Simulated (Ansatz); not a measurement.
Reaction (hydrogen abstraction from the Si–H bond): `O[SiH2][SiH3]` + `[OH]`• → `O[SiH][SiH3]`• + H₂O

Calculated with Ansatz (gas phase, PBE0-D4/def2-TZVP geometries, no zero-point term in ΔE). CBS: MP2 limit from def2 TZ/QZ plus the TZ coupled-cluster correction, frozen cores. This one scheme is used for every species. DFT in def2-TZVPP. No spin–orbit coupling; open shells (•) take unrestricted orbitals. Each species was taken in one conformer, which may not be the lowest.

```
        level  ΔE (kJ/mol)
       B97M-V       -123.6
    CAM-B3LYP       -126.8
  HF/def2-SVP        -44.3
HF/def2-QZVPP        -52.7
```

What does CCSD(T)/CBS give? (Best estimate.)

Computed: -133.9 kJ/mol. The listed levels differ from it by 10.3, 7.1, 89.6, 81.2 kJ/mol.

Largest T1 diagnostic among the species: 0.016.

Leaving LDA and LC-ωPBE aside and taking each functional with its dispersion term where it has one, the values, not all of them listed here, spread over 50.6 kJ/mol, from PBE-D4 to BHLYP-D4. LDA lies −36.7 kJ/mol from PBE without D4. In def2-TZVPP, CCSD(T) changes the Hartree–Fock value by −73.7 kJ/mol (the triples alone add −7.1 kJ/mol) and MP2 by −97.0 kJ/mol. From PBE to PBE0 (25 % exact exchange), in def2-TZVPP and without D4, ΔE moves by +18.8 kJ/mol.
